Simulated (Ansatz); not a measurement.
# One shape, several levels: doublet CH2BN+

Aim: a comparison of 6 runs (UHF/STO-3G, UHF/def2-TZVP, U-revPBE/def2-TZVP, UPBE-QIDH/def2-TZVP, USVWN5/def2-TZVP, UMP2/def2-TZVP) of doublet CH2BN+. 

The results are computed with Ansatz 0.2.0.

65 further runs of the same task are left out: 65 set aside as unsound or not needed. Runs told in other sessions of the task aren't counted.

## Step 1: The molecule

CH2BN+ has 5 atoms, charge +1, and is taken as a doublet. As SMILES of the parent species, `BC#N`. The coordinates come from a PBE0-D4/def2-TZVP relaxation. That shape belongs to the parent species and isn't relaxed for this state.

Bond lengths: B1–C2 1.522 Å, C2–N3 1.154 Å, B1–H4 1.189 Å, B1–H5 1.189 Å. Angles: B1–C2–N3 180.0°, C2–B1–H4 118.9°, C2–B1–H5 118.9°, H4–B1–H5 122.2°.

## Step 2: A single-point energy at UHF/STO-3G (run 1)

Input file input.yaml:

```yaml
crystal:
  periodic: [false, false, false]
  atoms:
    - {symbol: B, position_ang: [-0.219200, 0.441300, -0.341900]}
    - {symbol: C, position_ang: [0.352700, -0.696700, 0.490700]}
    - {symbol: "N", position_ang: [0.786500, -1.559600, 1.122200]}
    - {symbol: H, position_ang: [-0.744300, 0.187400, -1.377600]}
    - {symbol: H, position_ang: [-0.125900, 1.554000, 0.065300]}
basis:
  gaussian: {orbitals: STO-3G}
total_charge: 1
magnetization: {spin_polarized: true, initial_magnetization: 1}
hamiltonian: {xc: hf}
accuracy: high
output: {orbitals: {seedname: orbitals}}
```

Launch:

```sh
$ ansatz run input.yaml --threads 1 --pin off --max-ram 3480MiB --events-out events.jsonl --progress --plain --runs-dir runs
```

Log:

```text
Warning: RAYON_NUM_THREADS=1 ignored (pool sized by the plan → 1); use --threads N
Functional definition: HF
  name "HF"
  exchange = exact_x
  correlation = 0
296 factors; integrals over basis functions are off by at most 8.1e-9 eV
mean field evaluation 1: about -3157.0740 eV, gradient 2.6e1 eV
mean field evaluation 2: about -3157.0818 eV, gradient 2.6e1 eV
mean field evaluation 4: about -3162.6300 eV, gradient 3.7e0 eV
mean field evaluation 8: about -3163.4893 eV, gradient 7.2e-1 eV
mean field evaluation 16: about -3163.5106 eV, gradient 1.9e-4 eV
mean field evaluation 32: about -3163.4600 eV, gradient 1.0e-1 eV
mean field evaluation 64: about -3163.7222 eV, gradient 3.0e-1 eV
mean field evaluation 96: about -3163.2321 eV, gradient 2.5e0 eV
mean field evaluation 128: about -3163.6916 eV, gradient 8.0e-1 eV
mean field evaluation 160: about -3156.0801 eV, gradient 2.0e1 eV
mean field evaluation 192: about -3163.4572 eV, gradient 2.0e-1 eV
mean field evaluation 224: about -3151.6621 eV, gradient 3.2e0 eV
mean field -3163.73315820 eV, -116.2650491086 hartree, gradient 1.5e-8 eV, S^2 1.134934; 6 other end points of the search recorded, 0 dependent functions left out
reference -3163.73315820 eV, -116.2650491086 hartree; 10, 9 occupied and 7, 8 virtual orbitals, 296 factors
Total energy: -3163.73315820 eV, -116.2650491086 hartree
```

It took 0.24 s on 1 thread of Arm Neoverse V2, shared host.

## Step 3: A single-point energy at UHF/def2-TZVP (run 2)

input.yaml, as its differences from that of step 2:

```diff
@@ -9,7 +9,11 @@
 basis:
-  gaussian: {orbitals: STO-3G}
+  gaussian:
+    orbitals: def2-TZVP
+accuracy: high
+magnetization:
+  spin_polarized: true
+  initial_magnetization: 1
+output: {orbitals: {seedname: orbitals}}
 total_charge: 1
-magnetization: {spin_polarized: true, initial_magnetization: 1}
-hamiltonian: {xc: hf}
-accuracy: high
-output: {orbitals: {seedname: orbitals}}
+hamiltonian:
+  xc: hf
```

Launch:

```sh
$ ansatz run input.yaml --threads 1 --pin off --max-ram 3480MiB --events-out events.jsonl --progress --plain --runs-dir runs
```

Log:

```text
Warning: RAYON_NUM_THREADS=1 ignored (pool sized by the plan → 1); use --threads N
[... 4 set-up lines as earlier in the session ...]
1710 factors; integrals over basis functions are off by at most 3.6e-9 eV
mean field evaluation 1: about -3196.9090 eV, gradient 3.3e1 eV
mean field evaluation 2: about -3196.9155 eV, gradient 3.3e1 eV
mean field evaluation 4: about -3203.6360 eV, gradient 4.3e0 eV
mean field evaluation 8: about -3204.6450 eV, gradient 1.5e0 eV
mean field evaluation 16: about -3204.7735 eV, gradient 4.8e-5 eV
mean field evaluation 32: about -3204.1548 eV, gradient 3.6e0 eV
mean field evaluation 64: about -3204.7654 eV, gradient 6.9e-1 eV
mean field evaluation 96: about -3204.7564 eV, gradient 4.2e-1 eV
mean field evaluation 128: about -3194.8235 eV, gradient 1.8e1 eV
mean field evaluation 160: about -3203.9449 eV, gradient 1.1e0 eV
mean field -3204.77352508 eV, -117.7732547731 hartree, gradient 2.8e-8 eV, S^2 0.782144; 2 other end points of the search recorded, 0 dependent functions left out
reference -3204.77352508 eV, -117.7732547731 hartree; 10, 9 occupied and 95, 96 virtual orbitals, 1710 factors
Total energy: -3204.77352508 eV, -117.7732547731 hartree
```

Run time: 6.9 s. Hardware: 1 thread of Arm Neoverse V2, shared host; peak memory 0.25 GiB.

## Step 4: A single-point energy at U-revPBE/def2-TZVP (run 3)

Input file in.yaml:

```yaml
crystal:
  periodic: [false, false, false]
  atoms:
    - symbol: B
      position_ang: [-0.219200, 0.441300, -0.341900]
    - symbol: C
      position_ang: [0.352700, -0.696700, 0.490700]
    - symbol: "N"
      position_ang: [0.786500, -1.559600, 1.122200]
    - symbol: H
      position_ang: [-0.744300, 0.187400, -1.377600]
    - symbol: H
      position_ang: [-0.125900, 1.554000, 0.065300]
basis:
  gaussian:
    orbitals: def2-TZVP
total_charge: 1
magnetization:
  spin_polarized: true
  initial_magnetization: 1
hamiltonian:
  xc: {name: revPBE}
accuracy: high
output:
  orbitals: {seedname: orbitals}
```

Launch:

```sh
$ ansatz run in.yaml --threads 1 --pin off --max-ram 3480MiB --events-out events.jsonl --progress --plain --runs-dir runs
```

Log:

```text
Warning: RAYON_NUM_THREADS=1 ignored (pool sized by the plan → 1); use --threads N
Functional definition: revPBE
  name "revPBE"
  parameter kappa = 1.245
  parameter beta = 0.06672455060314922
  exchange = pbe_x(kappa = kappa, mu = beta*pi^2/3)
  correlation = pbe_c(beta = beta)
1710 factors; integrals over basis functions are off by at most 3.6e-9 eV
mean field evaluation 1: about -3210.4862 eV, gradient 4.9e1 eV
mean field evaluation 2: about -3088.1130 eV, gradient 1.2e2 eV
mean field evaluation 4: about -3220.8408 eV, gradient 2.2e1 eV
mean field evaluation 8: about -3222.8892 eV, gradient 8.4e-2 eV
mean field evaluation 16: about -3222.8876 eV, gradient 5.3e-4 eV
mean field evaluation 32: about -3221.9670 eV, gradient 9.5e0 eV
mean field -3222.88761103 eV, -118.4389351536 hartree, gradient 2.5e-8 eV, S^2 0.754544; 5 other end points of the search recorded, 0 dependent functions left out
reference -3222.88761540 eV, -118.4389353144 hartree; 10, 9 occupied and 95, 96 virtual orbitals, 1710 factors
Total energy: -3222.88761540 eV, -118.4389353144 hartree
```

Wall time 9.6 s (1 thread of Arm Neoverse V2, shared host); peak memory 0.27 GiB.

Runs 4 to 5 aren't shown in full; the table further down has their settings and results.

## Step 5: The energy at UMP2/def2-TZVP (run 6)

input.yaml, as its differences from that of step 3:

```diff
@@ -9,11 +9,6 @@
 basis:
-  gaussian:
-    orbitals: def2-TZVP
+  gaussian: {orbitals: def2-TZVP}
+total_charge: 1
+magnetization: {spin_polarized: true, initial_magnetization: 1}
+correlation: {method: mp2, frozen_orbitals: {B: 1, C: 1, H: 0, "N": 1}}
 accuracy: high
-magnetization:
-  spin_polarized: true
-  initial_magnetization: 1
-output: {orbitals: {seedname: orbitals}}
-total_charge: 1
-hamiltonian:
-  xc: hf
```

Launch:

```sh
$ ansatz run input.yaml --threads 1 --pin off --max-ram 3480MiB --events-out events.jsonl --progress --plain --runs-dir runs
```

Log:

```text
Warning: RAYON_NUM_THREADS=1 ignored (pool sized by the plan → 1); use --threads N
[... 4 set-up lines as earlier in the session ...]
1710 factors; integrals over basis functions are off by at most 3.6e-9 eV
mean field evaluation 1: about -3196.9090 eV, gradient 3.3e1 eV
mean field evaluation 2: about -3196.9155 eV, gradient 3.3e1 eV
mean field evaluation 4: about -3203.6360 eV, gradient 4.3e0 eV
mean field evaluation 8: about -3204.6450 eV, gradient 1.5e0 eV
mean field evaluation 16: about -3204.7735 eV, gradient 4.8e-5 eV
mean field evaluation 32: about -3204.5218 eV, gradient 1.5e0 eV
mean field evaluation 64: about -3204.3727 eV, gradient 1.9e0 eV
mean field -3204.77352508 eV, -117.7732547731 hartree, gradient 2.8e-8 eV, S^2 0.782144; 9 other end points of the search recorded, 0 dependent functions left out
3 core orbitals not correlated: weight in the atoms' cores, before any rotation towards them, 1.000 or more for the frozen orbitals, at most 0.000 for the correlated occupied ones
reference -3204.77352508 eV, -117.7732547731 hartree; 7, 6 occupied and 95, 96 virtual orbitals, 1710 factors
second order -9.59942067 eV of doubles, -0.00000000 eV of singles
Total energy: -3214.37294575 eV, -118.1260269762 hartree
```

It took 6.9 s on 1 thread of Arm Neoverse V2, shared host; peak memory 0.25 GiB.

## Step 6: The series

| run | level | frozen core orbitals | energy (Eh) | HOMO energy (eV) | LUMO energy (eV) | ⟨S²⟩ | wall time |
| --- | --- | --- | --- | --- | --- | --- | --- |
| 1 | UHF/STO-3G | – | -116.265049 | -19.44 | -7.91 | 1.135 | 0.24 s |
| 2 | UHF/def2-TZVP | – | -117.773255 | -21.12 | -9.87 | 0.782 | 6.9 s |
| 3 | U-revPBE/def2-TZVP | – | -118.438935 | -16.54 | -15.72 | 0.755 | 9.6 s |
| 4 | UPBE-QIDH/def2-TZVP | 3 | -118.268846 | -20.04 | -12.40 | 0.765 | 18 s |
| 5 | USVWN5/def2-TZVP | – | -117.357833 | -16.46 | -16.01 | 0.753 | 5.7 s |
| 6 | UMP2/def2-TZVP | 3 | -118.126027 | – | – | 0.782 | 6.9 s |

## Step 7: What came out

| quantity | value |
| --- | --- |
| run 6: total energy | -118.12603 Eh |
| run 6: correlation energy (3 core orbitals frozen) | -352.8 mEh |
| run 6: ⟨S²⟩ of the reference determinant | 0.782 |

Totals of different functionals can't be ranked against each other. In run 1 the basis is minimal, so the values are rough. Spin contamination of the reference: run 1 ⟨S²⟩ = 1.13. All runs together took 47 s, the longest 18 s.
